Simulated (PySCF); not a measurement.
# Multinuclear NMR of CH2BOH

Geometry:
```
atom   x (Å)   y (Å)   z (Å)
  C1  -1.013  -0.121   0.010
  B2   0.333   0.191  -0.064
  O3   1.597   0.542  -0.155
  H4  -1.591   0.056   0.909
  H5  -1.545  -0.561  -0.824
  H6   2.239  -0.128   0.099
```

Method: shieldings: GIAO PBE0/pcSseg-2, PBE0-D3(BJ)/def2-TZVP geometry, in PySCF (a single conformation, isolated molecule, non-relativistic).

Question: Where does 11B resonate?

Answer: 
| atoms | environment | σ (ppm) | δ (ppm) |
| --- | --- | --- | --- |
| B2 | boron bonded to C, O | 41.5 | 54.8 |

Shieldings were converted by a linear fit to measured shifts: 11B: δ = 93.91 − 0.941σ (rms 2.2 ppm, 15 shifts, 9.5 ppm with the 3 outliers that the fit left out vs BF3·OEt2, solution or neat liquid). A few per cent of atoms miss by over 2 rms, more outside the fitted compound classes.

On a 400 MHz spectrometer 11B resonates near 128.3 MHz, so 1 ppm is 128.3 Hz.

Question: Where does 17O resonate?

Answer: 
| atoms | environment | σ (ppm) | δ (ppm) |
| --- | --- | --- | --- |
| O3 | oxygen bonded to B, H | 221.7 | 63.2 |

Shieldings were converted by a linear fit to measured shifts: 17O (scatter 11.0 ppm rms, 12.4 ppm with the 2 outliers that the fit left out vs liquid water, solution or neat liquid). Occasional misses reach two or three times the rms, and more in compound classes unlike the fitted ones.

On a 400 MHz spectrometer 17O resonates near 54.2 MHz, so 1 ppm is 54.2 Hz.
